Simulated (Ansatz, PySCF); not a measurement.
System: Si₂, charge 0, triplet. Si2 (SMILES [Si]=[Si], triplet).
B3LYP-D3(BJ)/def2-TZVP minimum from Ansatz (an electronic-structure program):
```xyz
2

Si     0.0000     0.0000    -1.1339
Si     0.0000     0.0000     1.1339
```
Charge 0, spin multiplicity 3.

Total energies in hartree (Ansatz). Radicals and triplets start from unrestricted determinants; spin-orbit coupling is neglected. Correlated methods leave the cores frozen. No relativity.

```tsv
species	HF/cc-pV(T+d)Z	CCSD(T)/cc-pV(T+d)Z	HF/cc-pV(Q+d)Z	CCSD(T)/cc-pV(Q+d)Z	CCSDT(Q)/cc-pV(Q+d)Z
1: Si2 (SMILES [Si]=[Si], triplet)	-577.77908	-577.97969	-577.78345	-577.99325	-577.99599
2: Si (triplet)	-288.85649	-288.93344	-288.85845	-288.93781	-288.93861
```

**Question.** Work out the enthalpy of formation at 298 K (by atomisation, with ideal-gas terms from PySCF's Hessian at B3LYP-D3(BJ)/def2-TZVP and the atoms' measured values of the G2/97 table; no spin-orbit terms) in kcal/mol: take Hartree-Fock from cc-pV(Q+d)Z, extrapolate the CCSD(T) correlation energy as X^-3 (X = 3, 4), and add CCSDT(Q) - CCSD(T) in cc-pV(Q+d)Z. The further terms named in the bracket sum to +0.34200 hartree. 1 hartree = 627.51 kcal/mol.

**Answer.** 
Species 1: correlation (64·(-0.20980) - 27·(-0.20061))/37 = -0.21651; step -0.00274; E1 = -577.78345 + (-0.21651) + (-0.00274) = -578.00270
Species 2: correlation (64·(-0.07936) - 27·(-0.07695))/37 = -0.08112; step -0.00080; E2 = -288.85845 + (-0.08112) + (-0.00080) = -288.94037
+1·E1 -2·E2 +0.34200 = 0.22004 hartree = 138.1 kcal/mol. Measured: 139.9 kcal/mol, 585.3 kJ/mol (G2/97 table in ASE (Curtiss et al.)); atomic spin-orbit terms, which the calculations lack, would raise the computed values. The composite differs from it by -1.8 kcal/mol; core, relativistic and spin-orbit terms are not in it.
